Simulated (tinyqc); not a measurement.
UHF in the sto-3g basis, for LiH, spin multiplicity 3, step by step (part 1 of 2). Computed by tinyqc, a small Python program that keeps every step (integrals from PySCF). Settings: charge = 0, multiplicity = 3, basis = sto-3g, energy threshold = 1e-08, iteration cap = 87, orthogonalisation = symmetric, start = atomic densities, DIIS depth = 0, method = UHF. Command: `OMP_NUM_THREADS=1 python tinyqc.py 31017 31018 out.jsonl` (the two numbers bound the seeds that draw the settings). One thread of a shared host (Intel(R) Xeon(R) Processor @ 2.60GHz), about 0.1 s of CPU time with the checks. Later iterations appear only in the table of the cycle.

## One-electron integrals

Geometry (angstrom):
```
atom         x         y         z
Li    0.000000  0.000000  0.000000
H     0.000000  0.000000  2.070000
```

Basis sto-3g: exponents (1/bohr^2) and contraction coefficients of normalised primitives:
```
element  l (shell)   exponent  coefficient
Li           s (1)  16.119575     0.154329
Li           s (1)   2.936201     0.535328
Li           s (1)   0.794651     0.444635
Li           s (2)   0.636290    -0.099967
Li           s (2)   0.147860     0.399513
Li           s (2)   0.048089     0.700115
Li           p (3)   0.636290     0.155916
Li           p (3)   0.147860     0.607684
Li           p (3)   0.048089     0.391957
H            s (1)   3.425251     0.154329
H            s (1)   0.623914     0.535328
H            s (1)   0.168855     0.444635
```

Overlap, kinetic and nuclear-attraction integrals over the contracted functions; the nuclear repulsion is the sum of Za Zb / Rab.

nuclear repulsion = 0.76692349 hartree

overlap S, lower triangle:
```
           1Li 1s    1Li 2s   1Li 2px   1Li 2py   1Li 2pz     2H 1s
1Li 1s   1.000000
1Li 2s   0.241137  1.000000
1Li 2px  0.000000  0.000000  1.000000
1Li 2py  0.000000  0.000000  0.000000  1.000000
1Li 2pz  0.000000  0.000000  0.000000  0.000000  1.000000
2H 1s    0.023560  0.282972  0.000000  0.000000  0.403964  1.000000
```

kinetic energy T (hartree), lower triangle:
```
            1Li 1s    1Li 2s   1Li 2px   1Li 2py   1Li 2pz     2H 1s
1Li 1s    3.576786
1Li 2s   -0.020237  0.102163
1Li 2px   0.000000  0.000000  0.319682
1Li 2py   0.000000  0.000000  0.000000  0.319682
1Li 2pz   0.000000  0.000000  0.000000  0.000000  0.319682
2H 1s    -0.008341  0.016538  0.000000  0.000000  0.064631  0.760032
```

nuclear attraction V (hartree), lower triangle:
```
            1Li 1s     1Li 2s    1Li 2px    1Li 2py    1Li 2pz      2H 1s
1Li 1s   -8.238523
1Li 2s   -1.025988  -1.450015
1Li 2px   0.000000   0.000000  -1.416008
1Li 2py   0.000000   0.000000   0.000000  -1.416008
1Li 2pz  -0.009622  -0.094993   0.000000   0.000000  -1.489236
2H 1s    -0.096874  -0.458922   0.000000   0.000000  -0.662402  -1.993339
```

core Hamiltonian H = T + V (hartree), lower triangle:
```
            1Li 1s     1Li 2s    1Li 2px    1Li 2py    1Li 2pz      2H 1s
1Li 1s   -4.661736
1Li 2s   -1.046225  -1.347851
1Li 2px   0.000000   0.000000  -1.096327
1Li 2py   0.000000   0.000000   0.000000  -1.096327
1Li 2pz  -0.009622  -0.094993   0.000000   0.000000  -1.169554
2H 1s    -0.105214  -0.442384   0.000000   0.000000  -0.597770  -1.233307
```

## Two-electron integrals

Functions are numbered as in S; the eight-fold symmetry (ij|kl) = (ji|kl) = (kl|ij) leaves the list below.

Two-electron integrals (ij|kl) in chemists' order, unique and non-zero (hartree):
```
(11|11) 1.680395   (21|11) 0.265420   (21|21) 0.049941   (22|11) 0.397727
(22|21) 0.092860   (22|22) 0.290562   (31|31) 0.008981   (32|31) 0.013788
(32|32) 0.064184   (33|11) 0.396640   (33|21) 0.092880   (33|22) 0.290497
(33|33) 0.312946   (41|41) 0.008981   (42|41) 0.013788   (42|42) 0.064184
(43|43) 0.016869   (44|11) 0.396640   (44|21) 0.092880   (44|22) 0.290497
(44|33) 0.279207   (44|44) 0.312946   (51|51) 0.008981   (52|51) 0.013788
(52|52) 0.064184   (53|53) 0.016869   (54|54) 0.016869   (55|11) 0.396640
(55|21) 0.092880   (55|22) 0.290497   (55|33) 0.279207   (55|44) 0.279207
(55|55) 0.312946   (61|11) 0.024787   (61|21) 0.004709   (61|22) 0.008995
(61|33) 0.008888   (61|44) 0.008888   (61|51) 0.000601   (61|52) 0.001171
(61|55) 0.009214   (61|61) 0.000491   (62|11) 0.089258   (62|21) 0.021240
(62|22) 0.074526   (62|33) 0.070250   (62|44) 0.070250   (62|51) 0.003312
(62|52) 0.023344   (62|55) 0.083011   (62|61) 0.002430   (62|62) 0.036641
(63|31) 0.001336   (63|32) 0.007055   (63|53) 0.003205   (63|63) 0.002043
(64|41) 0.001336   (64|42) 0.007055   (64|54) 0.003205   (64|64) 0.002043
(65|11) 0.120411   (65|21) 0.028851   (65|22) 0.104161   (65|33) 0.096989
(65|44) 0.096989   (65|51) 0.005093   (65|52) 0.035999   (65|55) 0.118407
(65|61) 0.003381   (65|62) 0.055103   (65|65) 0.083461   (66|11) 0.255530
(66|21) 0.061572   (66|22) 0.238613   (66|33) 0.218245   (66|44) 0.218245
(66|51) 0.009523   (66|52) 0.087465   (66|55) 0.279246   (66|61) 0.007147
(66|62) 0.153044   (66|65) 0.236858   (66|66) 0.774606
```

## Orthogonalisation

S = U s U^T; symmetric (Loewdin) form X = U s^(-1/2) U^T, so that X^T S X = 1.

eigenvalues of S: 0.491070  0.804063  1.000000  1.000000  1.181985  1.522882

X, lower triangle:
```
            1Li 1s     1Li 2s   1Li 2px   1Li 2py    1Li 2pz     2H 1s
1Li 1s    1.023448
1Li 2s   -0.129987   1.061634
1Li 2px   0.000000   0.000000  1.000000
1Li 2py   0.000000   0.000000  0.000000  1.000000
1Li 2pz  -0.006674   0.053958  0.000000  0.000000   1.074935
2H 1s     0.018186  -0.172406  0.000000  0.000000  -0.240435  1.112343
```

## Starting guess

The start is atomic minimal-basis densities projected into this basis (PySCF's MINAO start) and scaled to the electron count of each spin; this density is not idempotent, so its energy is not variational and may lie below the converged one.

D(alpha) at the start, lower triangle:
```
            1Li 1s     1Li 2s   1Li 2px   1Li 2py   1Li 2pz     2H 1s
1Li 1s    1.556242
1Li 2s   -0.167667   0.763010
1Li 2px   0.000000   0.000000  0.000000
1Li 2py   0.000000   0.000000  0.000000  0.000000
1Li 2pz   0.004100  -0.004264  0.000000  0.000000  0.002549
2H 1s    -0.015250   0.072501  0.000000  0.000000  0.040941  0.685670
```

D(beta) at the start, lower triangle:
```
            1Li 1s     1Li 2s   1Li 2px   1Li 2py   1Li 2pz     2H 1s
1Li 1s    0.518747
1Li 2s   -0.055889   0.254337
1Li 2px   0.000000   0.000000  0.000000
1Li 2py   0.000000   0.000000  0.000000  0.000000
1Li 2pz   0.001367  -0.001421  0.000000  0.000000  0.000850
2H 1s    -0.005083   0.024167  0.000000  0.000000  0.013647  0.228557
```

## Iteration 1: building the Fock matrix

J_ij = sum D_kl (ij|kl) with D = D(alpha) + D(beta), K_ij = sum D_kl (ik|jl) for each spin; F = H + J - K(s); E = tr D H + tr D J / 2 - 0.5 sum_s tr D(s) K(s) + E_nn.

Coulomb J (hartree), lower triangle:
```
           1Li 1s    1Li 2s   1Li 2px   1Li 2py   1Li 2pz     2H 1s
1Li 1s   4.037110
1Li 2s   0.686557  1.323911
1Li 2px  0.000000  0.000000  1.301315
1Li 2py  0.000000  0.000000  0.000000  1.301315
1Li 2pz  0.009820  0.087780  0.000000  0.000000  1.361991
2H 1s    0.065856  0.404504  0.000000  0.000000  0.579138  1.508827
```

exchange K(alpha) (hartree), lower triangle:
```
           1Li 1s    1Li 2s   1Li 2px   1Li 2py   1Li 2pz     2H 1s
1Li 1s   2.564538
1Li 2s   0.411496  0.305641
1Li 2px  0.000000  0.000000  0.061015
1Li 2py  0.000000  0.000000  0.000000  0.061015
1Li 2pz  0.004443  0.050333  0.000000  0.000000  0.131111
2H 1s    0.045562  0.188549  0.000000  0.000000  0.205243  0.600170
```

exchange K(beta) (hartree), lower triangle:
```
           1Li 1s    1Li 2s   1Li 2px   1Li 2py   1Li 2pz     2H 1s
1Li 1s   0.854846
1Li 2s   0.137165  0.101880
1Li 2px  0.000000  0.000000  0.020338
1Li 2py  0.000000  0.000000  0.000000  0.020338
1Li 2pz  0.001481  0.016778  0.000000  0.000000  0.043704
2H 1s    0.015187  0.062850  0.000000  0.000000  0.068414  0.200057
```

F(alpha) (hartree), lower triangle:
```
            1Li 1s     1Li 2s   1Li 2px   1Li 2py    1Li 2pz      2H 1s
1Li 1s   -3.189164
1Li 2s   -0.771164  -0.329581
1Li 2px   0.000000   0.000000  0.143973
1Li 2py   0.000000   0.000000  0.000000  0.143973
1Li 2pz  -0.004246  -0.057547  0.000000  0.000000   0.061326
2H 1s    -0.084921  -0.226430  0.000000  0.000000  -0.223875  -0.324650
```

F(beta) (hartree), lower triangle:
```
            1Li 1s     1Li 2s   1Li 2px   1Li 2py    1Li 2pz     2H 1s
1Li 1s   -1.479472
1Li 2s   -0.496834  -0.125821
1Li 2px   0.000000   0.000000  0.184650
1Li 2py   0.000000   0.000000  0.000000  0.184650
1Li 2pz  -0.001284  -0.023991  0.000000  0.000000   0.148733
2H 1s    -0.054546  -0.100731  0.000000  0.000000  -0.087047  0.075463
```

total energy of this density = -8.13971571 hartree

This density is the starting one; it is not idempotent, so its energy is not variational and may lie below the converged one.

## Iteration 1: diagonalisation and new density

Diagonalise F' = X^T F X, C = X C', fill 3 alpha and 1 beta electrons from the bottom; D(s) = C_occ C_occ^T. Each column has its largest component positive (the first on a tie).

F' = X^T F X (alpha) (hartree), lower triangle:
```
           1          2         3         4          5          6
1  -3.143046
2  -0.374338  -0.145265
3   0.000000   0.000000  0.143973
4   0.000000   0.000000  0.000000  0.143973
5  -0.005916   0.015628  0.000000  0.000000   0.166257
6   0.003248  -0.172051  0.000000  0.000000  -0.218496  -0.205736
```

orbital energies (alpha) (hartree): MO1 -3.189198, MO2 -0.386571, MO3 -0.040575, MO4 0.143973, MO5 0.143973, MO6 0.288555

coefficients C (alpha):
```
               MO1        MO2        MO3        MO4       MO5        MO6
1Li 1s    0.999925  -0.112925  -0.216158   0.000000  0.000000  -0.073424
1Li 2s   -0.000042   0.380866   0.941357   0.000000  0.000000   0.381297
1Li 2px   0.000000   0.000000   0.000000  -0.301093  0.953595   0.000000
1Li 2py   0.000000   0.000000   0.000000   0.953595  0.301093   0.000000
1Li 2pz   0.000209   0.162697  -0.320694   0.000000  0.000000   1.042562
2H 1s     0.003347   0.759563  -0.414167   0.000000  0.000000  -0.759400
```

F' = X^T F X (beta) (hartree), lower triangle:
```
           1          2         3         4          5         6
1  -1.421126
2  -0.328692   0.006312
3   0.000000   0.000000  0.184650
4   0.000000   0.000000  0.000000  0.184650
5  -0.007987   0.025143  0.000000  0.000000   0.220816
6   0.013580  -0.127018  0.000000  0.000000  -0.172293  0.181866
```

orbital energies (beta) (hartree): MO1 -1.493302, MO2 -0.038049, MO3 0.110015, MO4 0.184650, MO5 0.184650, MO6 0.409204

coefficients C (beta):
```
               MO1        MO2        MO3        MO4       MO5        MO6
1Li 1s    0.971755  -0.219380  -0.239999   0.000000  0.000000   0.121176
1Li 2s    0.099679   0.588274   0.763954   0.000000  0.000000  -0.486797
1Li 2px   0.000000   0.000000   0.000000  -0.410971  0.911649   0.000000
1Li 2py   0.000000   0.000000   0.000000   0.911649  0.410971   0.000000
1Li 2pz   0.005436   0.281353  -0.580872   0.000000  0.000000  -0.894231
2H 1s    -0.010243   0.540207  -0.308090   0.000000  0.000000   0.968670
```

D(alpha) after iteration 1, lower triangle:
```
            1Li 1s     1Li 2s   1Li 2px   1Li 2py   1Li 2pz     2H 1s
1Li 1s    1.059327
1Li 2s   -0.246533   1.031212
1Li 2px   0.000000   0.000000  0.000000
1Li 2py   0.000000   0.000000  0.000000  0.000000
1Li 2pz   0.051157  -0.239921  0.000000  0.000000  0.129315
2H 1s     0.007098  -0.100587  0.000000  0.000000  0.256400  0.748482
```

D(beta) after iteration 1, lower triangle:
```
            1Li 1s     1Li 2s   1Li 2px   1Li 2py    1Li 2pz     2H 1s
1Li 1s    0.944307
1Li 2s    0.096863   0.009936
1Li 2px   0.000000   0.000000  0.000000
1Li 2py   0.000000   0.000000  0.000000  0.000000
1Li 2pz   0.005283   0.000542  0.000000  0.000000   0.000030
2H 1s    -0.009954  -0.001021  0.000000  0.000000  -0.000056  0.000105
```

Within a degenerate level the vectors are fixed only up to a rotation; this is one choice.

## Iteration 2: building the Fock matrix

As before.

Coulomb J (hartree), lower triangle:
```
           1Li 1s    1Li 2s   1Li 2px   1Li 2py   1Li 2pz     2H 1s
1Li 1s   3.987581
1Li 2s   0.682090  1.326023
1Li 2px  0.000000  0.000000  1.304256
1Li 2py  0.000000  0.000000  0.000000  1.304256
1Li 2pz  0.003476  0.050009  0.000000  0.000000  1.362670
2H 1s    0.064905  0.385368  0.000000  0.000000  0.548606  1.407461
```

exchange K(alpha) (hartree), lower triangle:
```
            1Li 1s     1Li 2s   1Li 2px   1Li 2py   1Li 2pz     2H 1s
1Li 1s    1.701960
1Li 2s    0.268937   0.339754
1Li 2px   0.000000   0.000000  0.072857
1Li 2py   0.000000   0.000000  0.000000  0.072857
1Li 2pz  -0.000804  -0.020478  0.000000  0.000000  0.225390
2H 1s     0.028165   0.173860  0.000000  0.000000  0.267127  0.692357
```

exchange K(beta) (hartree), lower triangle:
```
           1Li 1s    1Li 2s   1Li 2px   1Li 2py   1Li 2pz     2H 1s
1Li 1s   1.638221
1Li 2s   0.293958  0.067465
1Li 2px  0.000000  0.000000  0.011749
1Li 2py  0.000000  0.000000  0.000000  0.011749
1Li 2pz  0.000965  0.000305  0.000000  0.000000  0.011620
2H 1s    0.030763  0.007435  0.000000  0.000000  0.001107  0.000997
```

F(alpha) (hartree), lower triangle:
```
            1Li 1s     1Li 2s   1Li 2px   1Li 2py    1Li 2pz      2H 1s
1Li 1s   -2.376115
1Li 2s   -0.633072  -0.361582
1Li 2px   0.000000   0.000000  0.135072
1Li 2py   0.000000   0.000000  0.000000  0.135072
1Li 2pz  -0.005342  -0.024506  0.000000  0.000000  -0.032274
2H 1s    -0.068474  -0.230876  0.000000  0.000000  -0.316291  -0.518203
```

F(beta) (hartree), lower triangle:
```
            1Li 1s     1Li 2s   1Li 2px   1Li 2py    1Li 2pz     2H 1s
1Li 1s   -2.312376
1Li 2s   -0.658092  -0.089293
1Li 2px   0.000000   0.000000  0.196180
1Li 2py   0.000000   0.000000  0.000000  0.196180
1Li 2pz  -0.007111  -0.045289  0.000000  0.000000   0.181496
2H 1s    -0.071072  -0.064451  0.000000  0.000000  -0.050272  0.173157
```

total energy of this density = -7.76433117 hartree

## Iteration 2: diagonalisation and new density

As before.

F' = X^T F X (alpha) (hartree), lower triangle:
```
           1          2         3         4          5          6
1  -2.328044
2  -0.328922  -0.203848
3   0.000000   0.000000  0.135072
4   0.000000   0.000000  0.000000  0.135072
5  -0.013964   0.057091  0.000000  0.000000   0.098545
6   0.010722  -0.149987  0.000000  0.000000  -0.265111  -0.397627
```

orbital energies (alpha) (hartree): MO1 -2.377900, MO2 -0.547214, MO3 -0.152874, MO4 0.135072, MO5 0.135072, MO6 0.247014

coefficients C (alpha):
```
               MO1        MO2        MO3        MO4       MO5        MO6
1Li 1s    0.992458  -0.074461  -0.256062   0.000000  0.000000  -0.092913
1Li 2s    0.029726   0.174308   0.983714   0.000000  0.000000   0.421473
1Li 2px   0.000000   0.000000   0.000000   0.737613  0.675224   0.000000
1Li 2py   0.000000   0.000000   0.000000  -0.675224  0.737613   0.000000
1Li 2pz   0.002969   0.167045  -0.316425   0.000000  0.000000   1.043175
2H 1s    -0.001450   0.862530  -0.239259   0.000000  0.000000  -0.723853
```

F' = X^T F X (beta) (hartree), lower triangle:
```
           1          2         3         4          5         6
1  -2.250745
2  -0.396662   0.063851
3   0.000000   0.000000  0.196180
4   0.000000   0.000000  0.000000  0.196180
5  -0.009673  -0.006240  0.000000  0.000000   0.242116
6   0.005893  -0.102081  0.000000  0.000000  -0.153397  0.270490
```

orbital energies (beta) (hartree): MO1 -2.316931, MO2 0.037001, MO3 0.176940, MO4 0.196180, MO5 0.196180, MO6 0.428702

coefficients C (beta):
```
               MO1        MO2        MO3        MO4       MO5        MO6
1Li 1s    0.988143  -0.194813  -0.205456   0.000000  0.000000   0.090154
1Li 2s    0.045929   0.635616   0.767507   0.000000  0.000000  -0.425927
1Li 2px   0.000000   0.000000   0.000000   0.818619  0.574336   0.000000
1Li 2py   0.000000   0.000000   0.000000  -0.574336  0.818619   0.000000
1Li 2pz   0.005941   0.384067  -0.585783   0.000000  0.000000  -0.851802
2H 1s    -0.006476   0.430781  -0.295422   0.000000  0.000000   1.025807
```

D(alpha) after iteration 2, lower triangle:
```
            1Li 1s     1Li 2s   1Li 2px   1Li 2py   1Li 2pz     2H 1s
1Li 1s    1.056085
1Li 2s   -0.235369   0.998960
1Li 2px   0.000000   0.000000  0.000000
1Li 2py   0.000000   0.000000  0.000000  0.000000
1Li 2pz   0.071533  -0.282066  0.000000  0.000000  0.128037
2H 1s    -0.004399  -0.085059  0.000000  0.000000  0.219784  0.801206
```

D(beta) after iteration 2, lower triangle:
```
            1Li 1s     1Li 2s   1Li 2px   1Li 2py    1Li 2pz     2H 1s
1Li 1s    0.976426
1Li 2s    0.045385   0.002110
1Li 2px   0.000000   0.000000  0.000000
1Li 2py   0.000000   0.000000  0.000000  0.000000
1Li 2pz   0.005870   0.000273  0.000000  0.000000   0.000035
2H 1s    -0.006399  -0.000297  0.000000  0.000000  -0.000038  0.000042
```

Within a degenerate level the vectors are fixed only up to a rotation; this is one choice.

## Iteration 3: building the Fock matrix

As before.

Coulomb J (hartree), lower triangle:
```
           1Li 1s    1Li 2s   1Li 2px   1Li 2py   1Li 2pz     2H 1s
1Li 1s   4.005412
1Li 2s   0.683635  1.325227
1Li 2px  0.000000  0.000000  1.302759
1Li 2py  0.000000  0.000000  0.000000  1.302759
1Li 2pz  0.002910  0.047853  0.000000  0.000000  1.363185
2H 1s    0.064995  0.386478  0.000000  0.000000  0.550693  1.421253
```

exchange K(alpha) (hartree), lower triangle:
```
           1Li 1s     1Li 2s   1Li 2px   1Li 2py   1Li 2pz     2H 1s
1Li 1s   1.700375
1Li 2s   0.269415   0.334260
1Li 2px  0.000000   0.000000  0.071106
1Li 2py  0.000000   0.000000  0.000000  0.071106
1Li 2pz  0.001695  -0.033095  0.000000  0.000000  0.219929
2H 1s    0.027507   0.173358  0.000000  0.000000  0.262820  0.714698
```

exchange K(beta) (hartree), lower triangle:
```
           1Li 1s    1Li 2s   1Li 2px   1Li 2py   1Li 2pz     2H 1s
1Li 1s   1.664660
1Li 2s   0.279067  0.057492
1Li 2px  0.000000  0.000000  0.010136
1Li 2py  0.000000  0.000000  0.000000  0.010136
1Li 2pz  0.001627  0.000477  0.000000  0.000000  0.010075
2H 1s    0.027574  0.005849  0.000000  0.000000  0.000831  0.000682
```

F(alpha) (hartree), lower triangle:
```
            1Li 1s     1Li 2s   1Li 2px   1Li 2py    1Li 2pz      2H 1s
1Li 1s   -2.356699
1Li 2s   -0.632005  -0.356885
1Li 2px   0.000000   0.000000  0.135327
1Li 2py   0.000000   0.000000  0.000000  0.135327
1Li 2pz  -0.008407  -0.014045  0.000000  0.000000  -0.026298
2H 1s    -0.067726  -0.229264  0.000000  0.000000  -0.309897  -0.526753
```

F(beta) (hartree), lower triangle:
```
            1Li 1s     1Li 2s   1Li 2px   1Li 2py    1Li 2pz     2H 1s
1Li 1s   -2.320984
1Li 2s   -0.641657  -0.080116
1Li 2px   0.000000   0.000000  0.196297
1Li 2py   0.000000   0.000000  0.000000  0.196297
1Li 2pz  -0.008339  -0.047617  0.000000  0.000000   0.183556
2H 1s    -0.067794  -0.061756  0.000000  0.000000  -0.047908  0.187263
```

total energy of this density = -7.77543227 hartree
